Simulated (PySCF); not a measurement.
# C₃H₄FN: electronic excitations at several levels of theory

Aim: compute the electronic excitations of C₃H₄FN (`[H]/N=C\C=C\F`) at several levels, and see how far they spread and what each costs.

Programs: PySCF 2.14.0, with density-fitted response routines of our own. Each step states its level of theory. These are calculated values for one molecule in the gas phase, unless marked as measured. Atoms are numbered from 0 throughout.

## 1. The starting structure

9 atoms, charge 0, multiplicity 1; geometry from: GFN2-xTB.

Bonds of the start (Å): N0–C1 1.26, C1–C2 1.46, C2–C3 1.33, C3–F4 1.34, N0–H5 1.02, C1–H6 1.09, C2–H7 1.08, C3–H8 1.08.

## 2. Relaxing the molecule at PBE0-D3(BJ)/def2-SVP

What the job is given:

```
{"job": {"xc": "PBE0", "basis": "def2-SVP", "d3": "d3bj", "grid": 1, "kind": "geom"}, "charge": 0, "multiplicity": 1}
N     -2.112231     0.254948    -0.236104
C     -0.975806    -0.286152    -0.242879
C      0.291573     0.317761     0.143075
C      1.435534    -0.352903     0.097166
F      2.597920     0.200330     0.451415
H     -2.123548     1.225575     0.078102
H     -0.933191    -1.320400    -0.572808
H      0.281000     1.347316     0.476065
H      1.552310    -1.380481    -0.219212
```

Log:

```text
step   0  E = -270.77087298  max force = 0.023297
step   1  E = -270.77239925  max force = 0.002864
step   2  E = -270.77240299  max force = 0.001678
step   3  E = -270.77242067  max force = 0.000800
step   4  E = -270.77243309  max force = 0.000414
optimisation converged
```

It took 12 s on 1 thread, shared host.

The steps of the relaxation:

| step | energy from step 0 (eV) | largest force component (eV/Å) |
| --- | --- | --- |
| 0 | 0.0000 | 1.1980 |
| 1 | -0.0415 | 0.1473 |
| 2 | -0.0416 | 0.0863 |
| 3 | -0.0421 | 0.0411 |
| 4 | -0.0425 | 0.0213 |

Close pairs (by a distance rule), those that changed most:

| bond | before (Å) | after (Å) | change (Å) |
| --- | --- | --- | --- |
| C1–H6 | 1.086 | 1.105 | +0.018 |
| C3–F4 | 1.335 | 1.321 | -0.014 |
| C3–H8 | 1.082 | 1.096 | +0.014 |
| N0–C1 | 1.259 | 1.272 | +0.014 |
| C2–H7 | 1.082 | 1.095 | +0.013 |
| C2–C3 | 1.327 | 1.336 | +0.009 |
| N0–H5 | 1.020 | 1.027 | +0.007 |
| C1–C2 | 1.456 | 1.460 | +0.004 |

The final coordinates are the input of the step that follows.

| at the end point | value |
| --- | --- |
| point group (found at 0.08 Å tolerance) | Cs |
| rotational constants (GHz, main isotopes) | 37.406, 2.190, 2.069 |
| dipole moment (D) | 1.61 |

## 3. TDDFT and polarisability: PBE0/aug-cc-pVDZ

What the job is given:

```
{"job": {"kind": "uv", "xc": "PBE0", "basis": "aug-cc-pVDZ"}, "charge": 0, "multiplicity": 1}
N     -2.142716     0.118615    -0.221849
C     -0.980622    -0.398787    -0.242042
C      0.280338     0.246596     0.111698
C      1.442166    -0.408730     0.041093
F      2.596540     0.151684     0.353738
H     -2.089957     1.096175     0.088473
H     -0.904388    -1.454004    -0.559955
H      0.274969     1.290939     0.440798
H      1.544404    -1.452120    -0.276892
```

Method: TDDFT PBE0/aug-cc-pVDZ, vertical, gas phase, core orbitals frozen in the response.

Log:

```text
coarse grid: 7888 points
cycle   1  E = -270.9408361795  dE =  6.665e-01  |g| = 5.177e-01  |ddm| = 7.416e+00
cycle   2  E = -270.8175153828  dE =  1.233e-01  |g| = 8.941e-01  |ddm| = 2.181e+00
cycle   3  E = -270.9988324060  dE = -1.813e-01  |g| = 1.170e-01  |ddm| = 1.528e+00
cycle   4  E = -271.0017378359  dE = -2.905e-03  |g| = 4.946e-02  |ddm| = 2.602e-01
cycle   5  E = -271.0021973773  dE = -4.595e-04  |g| = 1.314e-02  |ddm| = 7.794e-02
cycle   6  E = -271.0022354053  dE = -3.803e-05  |g| = 3.204e-03  |ddm| = 3.690e-02
cycle   7  E = -271.0022373157  dE = -1.910e-06  |g| = 1.258e-03  |ddm| = 7.492e-03
final grid: 77712 points
cycle   8  E = -271.0088584749  dE = -2.616e-05  |g| = 5.664e-03  |ddm| = 1.593e-01
cycle   9  E = -271.0088567240  dE =  1.751e-06  |g| = 6.679e-03  |ddm| = 3.599e-02
cycle  10  E = -271.0088663265  dE = -9.602e-06  |g| = 1.224e-03  |ddm| = 1.520e-02
cycle  11  E = -271.0088666399  dE = -3.134e-07  |g| = 2.689e-04  |ddm| = 2.616e-03
cycle  12  E = -271.0088666524  dE = -1.251e-08  |g| = 1.476e-04  |ddm| = 5.590e-04
cycle  13  E = -271.0088666568  dE = -4.384e-09  |g| = 1.705e-05  |ddm| = 2.372e-04
cycle  14  E = -271.0088666568  dE = -5.082e-11  |g| = 9.064e-06  |ddm| = 5.272e-05
converged SCF energy = -271.0088666568

Static polarisability (au): isotropic 50.045, principal 31.389 43.102 75.644

Singlet excitations
state   eV       nm        f      main configurations
  1   4.8356    256.4   0.00281   H-1->L 0.97
  2   6.2039    199.8   0.55583   H->L 0.94
  3   6.7540    183.6   0.00529   H->L+1 0.71, H->L+2 0.26
  4   6.7923    182.5   0.00269   H->L+2 0.72, H->L+1 0.27
  5   6.9380    178.7   0.03294   H-1->L+2 0.90
  6   7.1191    174.2   0.04410   H-1->L+1 0.87
  7   7.1910    172.4   0.00144   H-1->L+4 0.94
  8   7.3124    169.6   0.00900   H->L+3 0.93
  9   7.3167    169.5   0.01450   H->L+4 0.83, H-2->L 0.13
 10   7.6436    162.2   0.00231   H-1->L+3 0.83, H-1->L+1 0.09

Triplet excitations (Tamm-Dancoff, eV): 3.4807 4.0779 5.4484 6.6711
```

Wall time 13 s (1 thread, shared host).

Frontier orbitals and where they lie:

| orbital | eV | atoms |
| --- | --- | --- |
| HOMO−3 | -11.12 | F4 23 %, C3 22 %, C2 20 % |
| HOMO−2 | -10.38 | C1 34 %, N0 31 %, C2 19 % |
| HOMO−1 | -7.94 | N0 66 %, C1 16 %, H5 7 % |
| HOMO | -7.74 | C3 26 %, C2 26 %, N0 24 % |
| LUMO | -1.39 | C3 29 %, N0 23 %, C1 19 % |
| LUMO+1 | 0.06 | H8 49 %, H6 21 %, C3 11 % |
| LUMO+2 | 0.10 | H7 37 %, H5 31 %, C2 12 % |

With each of the 10 states as a Gaussian band of 0.4 eV half-width at 1/e, the curve within the window shown has maxima at 200 nm (ε 23,000) L/(mol cm). Beyond the last state computed it falls off for lack of states. The curve at chosen wavelengths:

(nm, ε (L/mol/cm)): (156, 164), (161, 745), (167, 2345), (172, 3668), (178, 4217), (183, 5450), (189, 11378), (194, 18600), (200, 22593), (205, 19267), (210, 12725), (216, 5793), (221, 2451), (227, 718), (232, 240), (238, 93), (243, 85), (248, 99), (254, 113), (259, 112), (265, 97), (270, 78), (276, 54), (281, 37), (287, 21), (292, 13)

Ground-state properties from the same run:

| property | computed |
| --- | --- |
| dipole moment (D) | 1.73 |
| polarisability (Å³) | 7.42 |
| HOMO–LUMO gap (eV) | 6.35 |
| −ε(HOMO) (eV) | 7.74 |

## 4. TDDFT and polarisability: PBE0/def2-TZVPD

The job, as its differences from that of step 3:

```diff
@@ -1,2 +1,2 @@
-{"job": {"kind": "uv", "xc": "PBE0", "basis": "aug-cc-pVDZ"}, "charge": 0, "multiplicity": 1}
+{"job": {"kind": "uv", "xc": "PBE0", "basis": "def2-TZVPD"}, "charge": 0, "multiplicity": 1}
 N     -2.142716     0.118615    -0.221849
```

Method: TDDFT PBE0/def2-TZVPD, vertical, gas phase, core orbitals frozen in the response.

Log:

```text
coarse grid: 7888 points
cycle   1  E = -271.0231703794  dE =  6.449e-01  |g| = 5.560e-01  |ddm| = 2.972e+00
cycle   2  E = -270.8971012719  dE =  1.261e-01  |g| = 9.444e-01  |ddm| = 3.126e+00
cycle   3  E = -271.0844824636  dE = -1.874e-01  |g| = 1.305e-01  |ddm| = 1.886e+00
cycle   4  E = -271.0878379984  dE = -3.356e-03  |g| = 5.821e-02  |ddm| = 1.605e-01
cycle   5  E = -271.0884542516  dE = -6.163e-04  |g| = 1.528e-02  |ddm| = 8.084e-02
cycle   6  E = -271.0885014231  dE = -4.717e-05  |g| = 3.278e-03  |ddm| = 2.506e-02
cycle   7  E = -271.0885033199  dE = -1.897e-06  |g| = 1.283e-03  |ddm| = 4.396e-03
final grid: 77712 points
cycle   8  E = -271.0819751769  dE = -4.918e-05  |g| = 5.627e-03  |ddm| = 2.094e-01
cycle   9  E = -271.0819740217  dE =  1.155e-06  |g| = 6.142e-03  |ddm| = 2.216e-02
cycle  10  E = -271.0819818533  dE = -7.832e-06  |g| = 1.378e-03  |ddm| = 1.153e-02
cycle  11  E = -271.0819822467  dE = -3.934e-07  |g| = 3.424e-04  |ddm| = 1.548e-03
cycle  12  E = -271.0819822682  dE = -2.150e-08  |g| = 1.734e-04  |ddm| = 4.383e-04
cycle  13  E = -271.0819822739  dE = -5.716e-09  |g| = 2.351e-05  |ddm| = 2.099e-04
cycle  14  E = -271.0819822740  dE = -8.299e-11  |g| = 1.461e-05  |ddm| = 6.709e-05
converged SCF energy = -271.0819822740

Static polarisability (au): isotropic 50.002, principal 31.322 43.295 75.389

Singlet excitations
state   eV       nm        f      main configurations
  1   4.8260    256.9   0.00268   H-1->L 0.97
  2   6.2141    199.5   0.55392   H->L 0.95
  3   7.0018    177.1   0.00570   H->L+1 0.92
  4   7.1243    174.0   0.00594   H->L+2 0.93
  5   7.2717    170.5   0.04422   H-1->L+2 0.73, H-1->L+1 0.16
  6   7.2747    170.4   0.00199   H-1->L+3 0.94
  7   7.4268    166.9   0.00764   H->L+3 0.50, H-1->L+1 0.28, H-2->L 0.11
  8   7.4599    166.2   0.05640   H-1->L+1 0.46, H->L+3 0.29, H-1->L+4 0.09
  9   7.5684    163.8   0.00540   H->L+4 0.97
 10   7.8948    157.0   0.00026   H-3->L 0.98

Triplet excitations (Tamm-Dancoff, eV): 3.4741 4.0683 5.4457 6.8846
```

Wall time 23 s (1 thread, shared host).

Key values: HOMO -7.75 eV, LUMO -1.39 eV; lowest singlet 4.83 eV.

## 5. Excited states and response: PBE0/6-31+G*

The job, as its differences from that of step 4:

```diff
@@ -1,2 +1,2 @@
-{"job": {"kind": "uv", "xc": "PBE0", "basis": "def2-TZVPD"}, "charge": 0, "multiplicity": 1}
+{"job": {"kind": "uv", "xc": "PBE0", "basis": "6-31+G*"}, "charge": 0, "multiplicity": 1}
 N     -2.142716     0.118615    -0.221849
```

With the program's defaults for keys left out, this is: TDDFT PBE0/6-31+G*, vertical, gas phase, core orbitals frozen in the response.

Log:

```text
coarse grid: 7888 points
cycle   1  E = -270.9458006287  dE =  6.627e-01  |g| = 5.071e-01  |ddm| = 3.296e+00
cycle   2  E = -270.8297683885  dE =  1.160e-01  |g| = 8.677e-01  |ddm| = 4.358e+00
cycle   3  E = -271.0026439962  dE = -1.729e-01  |g| = 1.172e-01  |ddm| = 3.133e+00
cycle   4  E = -271.0055531818  dE = -2.909e-03  |g| = 4.998e-02  |ddm| = 1.841e-01
cycle   5  E = -271.0060254372  dE = -4.723e-04  |g| = 1.249e-02  |ddm| = 1.207e-01
cycle   6  E = -271.0060596767  dE = -3.424e-05  |g| = 3.195e-03  |ddm| = 2.711e-02
cycle   7  E = -271.0060616324  dE = -1.956e-06  |g| = 1.306e-03  |ddm| = 4.554e-03
final grid: 77712 points
cycle   8  E = -270.9766963289  dE = -2.127e-05  |g| = 5.881e-03  |ddm| = 5.465e-02
cycle   9  E = -270.9766935076  dE =  2.821e-06  |g| = 7.314e-03  |ddm| = 2.973e-02
cycle  10  E = -270.9767046633  dE = -1.116e-05  |g| = 1.274e-03  |ddm| = 1.560e-02
cycle  11  E = -270.9767050143  dE = -3.509e-07  |g| = 2.947e-04  |ddm| = 1.864e-03
cycle  12  E = -270.9767050314  dE = -1.710e-08  |g| = 1.230e-04  |ddm| = 6.123e-04
cycle  13  E = -270.9767050344  dE = -3.004e-09  |g| = 1.462e-05  |ddm| = 2.853e-04
cycle  14  E = -270.9767050344  dE = -3.615e-11  |g| = 7.433e-06  |ddm| = 5.055e-05
converged SCF energy = -270.9767050344

Static polarisability (au): isotropic 46.744, principal 26.756 39.514 73.960

Singlet excitations
state   eV       nm        f      main configurations
  1   4.8735    254.4   0.00379   H-1->L 0.97
  2   6.2689    197.8   0.58498   H->L 0.95
  3   6.9680    177.9   0.00220   H->L+1 0.98
  4   7.0916    174.8   0.00966   H->L+2 0.99
  5   7.1795    172.7   0.04187   H-1->L+1 0.65, H-1->L+2 0.28
  6   7.3751    168.1   0.00282   H-1->L+3 0.94
  7   7.4642    166.1   0.02035   H-1->L+2 0.32, H->L+3 0.27, H-1->L+1 0.22
  8   7.4757    165.8   0.04344   H->L+3 0.53, H-1->L+2 0.18, H-2->L 0.14
  9   7.5213    164.8   0.00674   H->L+4 0.97
 10   7.9369    156.2   0.00938   H-1->L+4 0.76, H-1->L+2 0.20

Triplet excitations (Tamm-Dancoff, eV): 3.4678 4.0859 5.4792 6.8532
```

Wall time 7.3 s (1 thread, shared host).

In short: HOMO -7.74 eV, LUMO -1.37 eV; lowest singlet 4.87 eV.

## 6. Comparing the runs: electronic excitations

Excitations and ground-state properties, with basis size and wall time:

| run | lowest singlet (eV) | brightest (eV) | f | gap (eV) | α (Å³) | μ (D) | functions | time |
| --- | --- | --- | --- | --- | --- | --- | --- | --- |
| PBE0/aug-cc-pVDZ | 4.84 | 6.20 | 0.556 | 6.35 | 7.42 | 1.73 | 151 | 13 s |
| PBE0/def2-TZVPD | 4.83 | 6.21 | 0.554 | 6.36 | 7.41 | 1.73 | 224 | 23 s |
| PBE0/6-31+G* | 4.87 | 6.27 | 0.585 | 6.37 | 6.93 | 1.78 | 98 | 7.3 s |

## 7. What came out

| quantity | value |
| --- | --- |
| point group | Cs |
| rotational constants (main isotopes) | 37.41, 2.19, 2.07 GHz |
| lowest singlet (PBE0/aug-cc-pVDZ) | 4.84 eV (256 nm), f = 0.003 |
| brightest single state of those computed | state 2, 6.20 eV, f = 0.556 |
| lowest triplet | 3.48 eV |
| range of the lowest singlet | 4.83 to 4.87 eV |

What this shows: Single values in the summary come from the first run of each kind that ended normally (PBE0/aug-cc-pVDZ), which need not be the best level. Over 4 steps the energy fell by 0.042 eV; of the close pairs, C1–H6 changed most, 1.086 to 1.105 Å. The first singlet state (HOMO−1→LUMO 0.97) lies at 4.84 eV and is weak; of the 10 states computed, the strongest absorption comes from state 2 at 6.20 eV. The lowest triplet lies 1.35 eV below the lowest singlet (triplets in Tamm-Dancoff, singlets in full TDDFT). The lowest singlet runs from 4.83 eV (PBE0/def2-TZVPD) to 4.87 eV (PBE0/6-31+G*), while the orbital gap spans 6.35 to 6.37 eV. The lowest state need not be the same one in every run.
